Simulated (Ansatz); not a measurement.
A made-up structure of CH₃NSi, singlet:

```
atom    x (Å)    y (Å)    z (Å)
  C1  -1.1340   0.0901  -0.9088
 Si2   0.3368  -0.0268   0.2695
  N3   1.6946  -0.0955   1.3135
  H4  -1.1727  -0.5909  -1.9019
  H5  -2.0572   0.8222  -0.6572
  H6   2.3326  -0.1992   1.8848
```

It is relaxed with PBE-D4/def2-SVP and then PBE0-D4/def2-TZVP (Ansatz 0.2.0). Atoms count as bonded within 1.22 times the sum of their covalent radii (H–H: 0.88 Å). The end point is not checked to be a true minimum.

Problem. Does its bonding change? (Judge from chemistry; the calculation decides.)

Solution. By the calculation: No: no bond forms or breaks.

Where it ends: The first stage lowers the energy by 2.27 eV in 15 steps. It ends as CH₃NSi ([CH2][Si][NH]):
| atom | x (Å) | y (Å) | z (Å) |
| --- | --- | --- | --- |
| C1 | -0.9877 | 0.1213 | -0.8392 |
| Si2 | 0.2938 | -0.0347 | 0.2484 |
| N3 | 1.6606 | 0.1580 | 1.0080 |
| H4 | -1.0676 | -0.5621 | -1.6747 |
| H5 | -1.8664 | 0.6858 | -0.5545 |
| H6 | 1.9673 | -0.3682 | 1.8120 |

Labels in which every atom is bracketed show which atoms are joined, not bond orders.

For scale, one of the runs: PBE0-D4/def2-TZVP relaxation, 117 basis functions, launched by `ansatz run in.yaml --threads 2 --pin off --events-out ev --progress --plain --max-ram 4352MiB`. The run took about 20 s on 2 CPU threads of an Arm Neoverse V2 (shared host).
